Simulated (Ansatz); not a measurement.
Compare A (`CCC(N)F`) with its isomer B (`CCNCF`).

Isolated molecules relaxed with PBE0-D4/def2-TZVP in Ansatz; ΔE leaves out vibrations. CBS: MP2 limit from def2 TZ/QZ plus the TZ coupled-cluster correction, frozen cores. DFT in def2-TZVPP. B3LYP here is the variant with VWN-RPA as its local correlation; programs differ in this. One conformer a species, not always the lowest.

A:

Z-matrix (Å, degrees):
```
C
C 1 1.517
H 1 1.093 2 111.1
H 1 1.092 2 110.9 3 119.7
H 1 1.091 2 111.0 3 -120.0
C 2 1.511 1 113.3 3 60.3
H 2 1.093 1 110.8 3 -60.5
H 2 1.096 1 110.3 3 -178.7
F 6 1.416 2 107.7 1 57.4
N 6 1.408 2 112.1 1 -179.3
H 6 1.095 2 111.2 1 -56.8
H 10 1.010 6 112.2 2 -179.5
H 10 1.012 6 111.8 2 -56.4
```

B:

Z-matrix (Å, degrees):
```
C
C 1 1.516
H 1 1.092 2 112.0
H 1 1.092 2 110.7 3 121.0
H 1 1.092 2 110.0 3 -119.0
N 2 1.458 1 112.4 3 -66.5
H 2 1.093 1 109.1 3 175.4
H 2 1.098 1 109.7 3 58.6
C 6 1.398 2 117.5 1 67.0
H 6 1.010 2 111.5 1 -162.7
F 9 1.412 6 113.6 2 61.6
H 9 1.091 6 111.0 2 -57.2
H 9 1.092 6 110.0 2 -179.6
```

Question: Which is lower in electronic energy at CCSD(T)/CBS, and by how much? (Estimate.)

Answer: Ansatz gave: A, by 11.0 kcal/mol.

Question: Give E(B) − E(A) in kcal/mol with CCSD(T)/def2-TZVPP, PBE-D4, ωB97M-V, HF/def2-TZVPP, B3LYP, B3LYP-D4, CCSD/def2-TZVPP. (Best estimate.)

Answer: Ansatz gave: CCSD(T)/def2-TZVPP 10.7, PBE-D4 10.0, ωB97M-V 11.0, HF/def2-TZVPP 10.3, B3LYP 9.9, B3LYP-D4 9.8, CCSD/def2-TZVPP 10.7. None reverses the order clearly.

Largest T1 diagnostic: 0.010.
